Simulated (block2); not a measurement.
# DMRG/STO-3G (start occupation bias 0.1) run of CH3AlO (SMILES [CH3][Al]=[O])

Aim: the energy of CH3AlO. 

The calculation is run with block2 0.5.4.

6 further runs of the same task are left out: 4 that didn't finish, 2 set aside as unsound or not needed.

## (1) The molecule

CH3AlO has 6 atoms, charge 0, and is taken as a singlet. As SMILES, `[CH3][Al]=[O]`. Geometry: relaxed at PBE0-D4/def2-TZVP.

Bond lengths: C1–Al2 1.935 Å, Al2–O3 1.596 Å, C1–H4 1.092 Å, C1–H5 1.092 Å, C1–H6 1.092 Å. Angles: C1–Al2–O3 180.0°, Al2–C1–H4 110.5°, Al2–C1–H5 110.5°, Al2–C1–H6 110.5°, H4–C1–H5 108.4°, H4–C1–H6 108.4°, H5–C1–H6 108.4°.

## (2) A single-point energy at DMRG/STO-3G (start occupation bias 0.1)

integrals.py

```python
from pyscf import ao2mo, gto, mcscf, mp, scf
from pyscf.tools import fcidump

geom = """
C     -0.77951203     0.94146156    -0.59601962
Al     1.31657219    -1.59001556     1.00627916
O      3.04567160    -3.67797396     2.32833156
H      0.12321014     2.79509391    -0.49869872
H     -2.61462507     1.05994738     0.34166248
H     -1.09112786     0.47129770    -2.58155486
"""
mol = gto.M(
    atom=geom,
    basis="sto-3g",
    unit="bohr",
    verbose=4,
    max_memory=2000,
)
print("basis functions = %d" % (mol.nao))
mf = scf.RHF(mol)
mf.conv_tol = 1e-10
mf.max_cycle = 200
mf.kernel()
if not mf.converged:
    mf = mf.newton().run(mf.mo_coeff, mf.mo_occ)
print(f"E(SCF) = {mf.e_tot:.10f}")
occ_no, mo = mcscf.addons.make_natural_orbitals(mp.MP2(mf, frozen=7).run())
mf.mo_coeff = mo
cas = mcscf.CASCI(mf, 15, 16)
h1, ecore = cas.get_h1eff()
fcidump.from_integrals("FCIDUMP", h1, cas.get_h2eff(), 15, 16, nuc=ecore, ms=0)
```

block.conf

```
sym c1
orbitals FCIDUMP
nelec 16
spin 0
irrep 1
occ 2 2 2 2 2 2 2 2 0 0 0 0 0 0 0
cbias 0.1
schedule
0 75 1E-09 1E-04
3 112 1E-09 1E-04
5 150 1E-09 1E-05
9 150 1E-10 0.0
end
maxiter 15
sweep_tol 1E-06
gaopt default
mem 1g
num_thrds 1
prefix ./tmp
outputlevel 1
onepdm
```

Run with:

```console
$ python integrals.py && block2main block.conf
```

The log of the run:

```text
$ python integrals.py

[INPUT] verbose = 4
[INPUT] num. atoms = 6
[INPUT] num. electrons = 30
[INPUT] charge = 0
[INPUT] spin (= nelec alpha-beta = 2S) = 0
[INPUT] symmetry False subgroup None
[INPUT] Mole.unit = bohr
[INPUT] Symbol           X                Y                Z      unit          X                Y                Z       unit  Magmom
[INPUT]  1 C     -0.412500001914   0.498200002509  -0.315400000165 AA   -0.779512030000   0.941461560000  -0.596019620000 Bohr   0.0
[INPUT]  2 Al     0.696699999479  -0.841399999360   0.532499999296 AA    1.316572190000  -1.590015560000   1.006279160000 Bohr   0.0
[INPUT]  3 O      1.611700002666  -1.946300001989   1.232100001018 AA    3.045671600000  -3.677973960000   2.328331560000 Bohr   0.0
[INPUT]  4 H      0.065199998242   1.479099999553  -0.263899997739 AA    0.123210140000   2.795093910000  -0.498698720000 Bohr   0.0
[INPUT]  5 H     -1.383600002144   0.560899998270   0.180799998242 AA   -2.614625070000   1.059947380000   0.341662480000 Bohr   0.0
[INPUT]  6 H     -0.577399997712   0.249400002399  -1.366100000652 AA   -1.091127860000   0.471297700000  -2.581554860000 Bohr   0.0

nuclear repulsion = 83.9095530979711
number of shells = 14
number of NR pGTOs = 66
number of NR cGTOs = 22
basis = sto-3g
ecp = {}
CPU time:         0.37
basis functions = 22

******** <class 'pyscf.scf.hf.RHF'> ********
method = RHF
initial guess = minao
damping factor = 0
level_shift factor = 0
DIIS = <class 'pyscf.scf.diis.CDIIS'>
diis_start_cycle = 1
diis_space = 8
diis_damp = 0
SCF conv_tol = 1e-10
SCF conv_tol_grad = None
SCF max_cycles = 200
direct_scf = True
direct_scf_tol = 1e-13
[... 29 lines left out ...]
converged SCF energy = -351.938686534166
[... 46 lines left out ...]
integral sym error =            0
[... 36 lines left out ...]
Sweep =    7 | Direction = backward | Bond dimension =  150 | Noise =  1.00e-05 | Dav threshold =  1.00e-09
Time elapsed =     24.293 | E =    -352.1460730879 | DE = -2.57e-06 | DW = 2.36962e-06

Sweep =    8 | Direction =  forward | Bond dimension =  150 | Noise =  1.00e-05 | Dav threshold =  1.00e-09
Time elapsed =     29.018 | E =    -352.1460730879 | DE = -4.26e-12 | DW = 2.22807e-06

Sweep =    9 | Direction = backward | Bond dimension =  150 | Noise =  0.00e+00 | Dav threshold =  1.00e-10
Time elapsed =     34.252 | E =    -352.1460739237 | DE = -8.36e-07 | DW = 2.16298e-06

Final canonical form =  CRRRRRRRRRRRRRR 0
DMRG Energy = -352.146073923746201
npdm string = ['(C+D)0']

Build NPDM MPO | Nsites =    15 | Nmaxops =  2 | SymbolFree = T | Cutoff = 0.00e+00
 Site =     0 /    15 .. L =        4 R =        1 M =            0 Tmid = 0.000 T = 0.000
 Site =     1 /    15 .. L =        4 R =       29 M =           29 Tmid = 0.000 T = 0.000
 Site =     2 /    15 .. L =        4 R =       27 M =           27 Tmid = 0.000 T = 0.000
 Site =     3 /    15 .. L =        4 R =       25 M =           25 Tmid = 0.000 T = 0.000
 Site =     4 /    15 .. L =        4 R =       23 M =           23 Tmid = 0.000 T = 0.000
 Site =     5 /    15 .. L =        4 R =       21 M =           21 Tmid = 0.000 T = 0.000
 Site =     6 /    15 .. L =        4 R =       19 M =           19 Tmid = 0.000 T = 0.000
 Site =     7 /    15 .. L =        4 R =       17 M =           17 Tmid = 0.000 T = 0.000
 Site =     8 /    15 .. L =        4 R =       15 M =           15 Tmid = 0.000 T = 0.000
 Site =     9 /    15 .. L =        4 R =       13 M =           13 Tmid = 0.000 T = 0.000
 Site =    10 /    15 .. L =        4 R =       11 M =           11 Tmid = 0.000 T = 0.000
 Site =    11 /    15 .. L =        4 R =        9 M =            9 Tmid = 0.000 T = 0.000
 Site =    12 /    15 .. L =        4 R =        7 M =            7 Tmid = 0.000 T = 0.000
 Site =    13 /    15 .. L =        4 R =        5 M =            5 Tmid = 0.000 T = 0.000
 Site =    14 /    15 .. L =        1 R =        4 M =            4 Tmid = 0.000 T = 0.000
Ttotal =      0.000

Expectation | Direction =  forward | BRA bond dimension =  150 | KET bond dimension =  150
Time elapsed =      0.108
NPDM Sorting | Nsites =    15 | Nmaxops =  2 | DotSite = 2 | SymbolFree = T | Compressed = T | LowMem = F | Mem = 1.76 KB
Ttotal =      0.000

DMRG OCC =   1.997 1.984 1.975 1.975 1.963 1.918 1.918 1.924 0.092 0.084 0.084 0.023 0.023 0.021 0.018
```

Run time: 38 s. Hardware: 1 thread of Arm Neoverse V2, shared host; peak memory 0.24 GiB.

## (3) Summary of results

At DMRG/STO-3G (start occupation bias 0.1), 7 core orbitals frozen:

| quantity | value |
| --- | --- |
| total energy | -352.14607 Eh |
